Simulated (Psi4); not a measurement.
Reaction (SMILES): ClCl (Cl2) + [H][H] (H2) → 2 Cl (HCl)
B3LYP-D3(BJ)/def2-TZVP geometries, fixed; electronic energies without zero-point terms.

Basis-set convergence of the energy of full hydrogenation at PBE with Psi4. All functions are spherical. Density fitting with the program's default auxiliary sets. No added dispersion term, no relativity. Functions are those of the species that has most. Reference: the value in aug-cc-pV(5+d)Z, -42.59 kcal/mol, itself unsure by roughly 0.11 kcal/mol (its mean distance from aug-cc-pV(Q+d)Z, cc-pV(5+d)Z, def2-QZVPPD). Deviations are taken from unrounded values.

```
basis            functions  energy of full hydrogenation (kcal/mol)  minus reference (kcal/mol)
---------------  ---------  ---------------------------------------  --------------------------
cc-pV(D+d)Z             46                                   -45.38                       -2.79
aug-cc-pV(D+d)Z         64                                   -46.99                       -4.40
cc-pV(T+d)Z             78                                   -42.38                        0.21
jun-cc-pV(T+d)Z         96                                   -43.12                       -0.53
aug-cc-pV(T+d)Z        110                                   -43.06                       -0.47
cc-pV(Q+d)Z            128                                   -42.45                        0.14
aug-cc-pV(Q+d)Z        178                                   -42.72                       -0.13
cc-pV(5+d)Z            200                                   -42.49                        0.10
aug-cc-pV(5+d)Z        272                                   -42.59                        0.00
```

The smallest set listed that lies within 2 kcal/mol of the reference with all its larger relatives (same family, alike in diffuse functions; a set with none counts only in the reference's own line) is cc-pV(T+d)Z (78 functions, 0.21 kcal/mol off).
